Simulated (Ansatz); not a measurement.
Consider the formal hydrolysis of a C–C bond: `C=C(F)/C=C/F` + H₂O → `O/C=C\F` + `C=CF`.

Program: Ansatz. Geometries: PBE0-D4/def2-TZVP. ΔE: electronic, gas phase. CCSD(T)/CBS adds triple-zeta CCSD(T) − MP2 to the extrapolated MP2 energy (def2 sets, frozen cores). This one scheme is used for every species. Double bonds are as drawn, so ΔE can hold a change between cis and trans. Functionals use def2-TZVPP. B3LYP here is the variant with VWN-RPA as its local correlation; programs differ in this. Each species was taken in one conformer, which may not be the lowest.

`C=C(F)/C=C/F`:

Z-matrix (Å, degrees):
```
C
C 1 1.327
H 1 1.081 2 120.9
H 1 1.080 2 119.8 3 180.0
F 2 1.345 1 119.3 3 0.0
C 2 1.444 1 126.7 3 -180.0
C 6 1.326 2 122.8 1 -180.0
H 6 1.083 2 117.5 1 0.0
F 7 1.331 6 121.3 2 180.0
H 7 1.083 6 125.6 2 -0.0
```

H₂O:

```xyz
3

O     0.011    0.330    0.207
H     0.095    0.233   -0.745
H    -0.106   -0.563    0.538
```

`O/C=C\F`:

Z-matrix (Å, degrees):
```
C
C 1 1.324
O 1 1.348 2 125.6
H 1 1.081 2 120.5 3 -180.0
F 2 1.351 1 119.8 3 0.0
H 2 1.079 1 125.7 3 180.0
H 3 0.964 1 108.7 2 0.0
```

`C=CF`:

```xyz
6

C     0.185    0.230    0.636
C    -0.100   -0.235   -0.562
F    -1.257    0.030   -1.175
H    -0.511    0.854    1.182
H     1.137   -0.016    1.085
H     0.545   -0.863   -1.167
```

| level | ΔE (kJ/mol) | difference from CCSD(T)/CBS |
| --- | --- | --- |
| LDA (SPW92) | 65.2 | -4.1 |
| PBE-D4 | 63.9 | -5.4 |
| BLYP-D4 | 61.7 | -7.6 |
| B3LYP-D4 | 63.3 | -6.0 |
| r2SCAN0-D4 | 68.3 | -1.0 |
| ωB97X-V | 58.4 | -10.9 |
| ωB97M-V | 61.4 | -7.9 |
| B2PLYP | 63.3 | -6.0 |
| B3LYP | 57.9 | -11.4 |
| SCS-MP2/def2-TZVPP | 68.6 | -0.7 |
| CCSD(T)/CBS | 69.3 | 0 |

Largest T1 diagnostic among the species: 0.013.

From BLYP to BHLYP (50 % exact exchange), in def2-TZVPP and without D4, ΔE moves by +4.9 kJ/mol. The D4 term adds +5.4 kJ/mol with B3LYP and +3.1 kJ/mol with PBE0; it sums over pairs of atoms, weighted by their polarisabilities, and B3LYP, whose exchange is more repulsive, gets the larger term. Leaving LDA and LC-ωPBE aside and taking each functional with its dispersion term where it has one, the values, not all of them listed here, spread over 10.2 kJ/mol, from ωB97X-V to PBE-QIDH. LDA lies +4.8 kJ/mol from PBE without D4.
